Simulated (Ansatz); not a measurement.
# CH₅OSi+: single points off equilibrium

A test off equilibrium: a frame of a short trajectory is computed at several levels, and each is set against CCSD(T).

Computed with Ansatz 0.2.0, Gaussian basis. Level: single points in def2-TZVPP.

Cores are frozen in the correlated methods.

### 1 The starting structure

SMILES `CO[SiH2+]`, 8 atoms, charge 1, spin multiplicity 1.

Atoms are counted from 1 here; the program's logs count them from 0.

Bond lengths: C1–O2 1.434 Å, C1–H4 1.108 Å, C1–H5 1.103 Å, C1–H6 1.120 Å, O2–Si3 1.539 Å, Si3–H7 1.514 Å, Si3–H8 1.523 Å. Angles: O2–C1–H4 113.5°, O2–C1–H5 106.5°, O2–C1–H6 115.4°, H4–C1–H5 102.4°, H4–C1–H6 108.8°, H5–C1–H6 109.3°, C1–O2–Si3 177.5°, O2–Si3–H7 126.3°, O2–Si3–H8 114.0°, H7–Si3–H8 119.5°.

As a file:

```xyz
8

C    -0.6187    1.0897   -0.4346
O     0.0412   -0.1023    0.0133
Si    0.7403   -1.3604    0.5575
H    -1.1220    0.9750   -1.4152
H     0.1754    1.8220   -0.6592
H    -1.3430    1.5393    0.2924
H     2.0978   -1.4139    1.2264
H    -0.0051   -2.6570    0.2699
```

### 2 PBE-D4/def2-TZVPP

run/in.yaml

```yaml
crystal:
  periodic: [false, false, false]
  atoms:
    - {symbol: C, position_ang: [-0.618745, 1.089683, -0.434641]}
    - {symbol: O, position_ang: [0.041238, -0.102269, 0.013272]}
    - {symbol: Si, position_ang: [0.740302, -1.360439, 0.557464]}
    - {symbol: H, position_ang: [-1.122003, 0.974981, -1.415184]}
    - {symbol: H, position_ang: [0.175419, 1.821957, -0.659155]}
    - {symbol: H, position_ang: [-1.342991, 1.539285, 0.292395]}
    - {symbol: H, position_ang: [2.097823, -1.413934, 1.226432]}
    - {symbol: H, position_ang: [-0.005147, -2.656968, 0.269853]}
basis:
  gaussian: {orbitals: def2-TZVPP}
total_charge: 1
hamiltonian: {xc: pbe, dispersion: d4}
output: {forces: true}
```

Run with:

```
$ ansatz run in.yaml --threads 2 --pin off --events-out ev --progress --plain --max-ram 3481MiB
```

### 3 r2SCAN-D4/def2-TZVPP

run/in.yaml: that of step 2 with these lines changed.

```diff
@@ -14,3 +14,3 @@
 total_charge: 1
-hamiltonian: {xc: pbe, dispersion: d4}
+hamiltonian: {xc: r2scan, dispersion: d4}
 output: {forces: true}
```

### 4 PBE0-D4/def2-TZVPP

run/in.yaml: that of step 3 with these lines changed.

```diff
@@ -14,3 +14,3 @@
 total_charge: 1
-hamiltonian: {xc: r2scan, dispersion: d4}
-output: {forces: true}
+hamiltonian: {xc: pbe0, dispersion: d4}
+output: {forces: true, orbitals: {seedname: orbitals}}
```

### 5 wB97M-V/def2-TZVPP

run/in.yaml: that of step 4 with these lines changed.

```diff
@@ -14,3 +14,3 @@
 total_charge: 1
-hamiltonian: {xc: pbe0, dispersion: d4}
-output: {forces: true, orbitals: {seedname: orbitals}}
+hamiltonian: {xc: {name: wB97M-V}}
+output: {forces: true}
```

### 6 CCSD(T)/def2-TZVPP

run/in.yaml: that of step 5 with these lines changed.

```diff
@@ -14,3 +14,3 @@
 total_charge: 1
-hamiltonian: {xc: {name: wB97M-V}}
+correlation: {method: ccsd_t}
 output: {forces: true}
```

(Steps that only read results are left out.)

Before running it: what results should come out? Wanted: energy less free atoms, CCSD(T)/def2-TZVPP; RMS force component; RMS force error; HOMO and LUMO, PBE0-D4; T1 diagnostic.

As calculated:

| quantity | value |
| --- | --- |
| energy less free atoms, CCSD(T)/def2-TZVPP | -20.088 eV |
| RMS force component | 0.596 to 0.717 eV/Å over the methods |
| RMS force error | PBE-D4 0.248, r2SCAN-D4 0.074, PBE0-D4 0.143, wB97M-V 0.043 eV/Å |
| HOMO and LUMO, PBE0-D4 | -14.50 and -8.26 eV |
| T1 diagnostic | 0.015 |

**Reading.** Against CCSD(T) the functionals' energies less atoms differ by -0.938 to -0.423 eV, PBE-D4 by -0.938 eV. CCSD(T) in triple zeta still lacks some correlation energy of the bonds, so part of these gaps is its own basis error and they don't rank the functionals. The forces of wB97M-V come nearest to CCSD(T), those of PBE-D4 are farthest. Frozen-core CCSD(T) forces in triple zeta carry basis errors of their own, and this is one geometry, so small gaps rank nothing.
